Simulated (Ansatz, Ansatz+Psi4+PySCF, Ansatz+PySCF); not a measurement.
```xyz
4

C     0.0000    0.4871   -0.1511
F    -1.1003   -0.2419    0.0284
H     0.0000    1.4306    0.3952
F     1.1003   -0.2419    0.0284
```

Basis set: cc-pVTZ (spherical functions). Left uncorrelated: 3 orbitals. Correlation on ROHF uses semicanonical orbitals with singles. Charge 0, multiplicity 2.

Computed with Ansatz (development build ahead of 0.2.0); each method stands on the lowest determinant of its kind that the runs found.

(1) Give the atomization energy at this shape (free ground-state atoms in the same class of orbitals less the molecule, no zero-point energy) of doublet CHF2 by ROHF-CCSD(T), ROHF-MP2.

Results:

(1)

```tsv
method	atomization energy
ROHF-CCSD(T)	318.14 kcal/mol
ROHF-MP2	331.89 kcal/mol
```
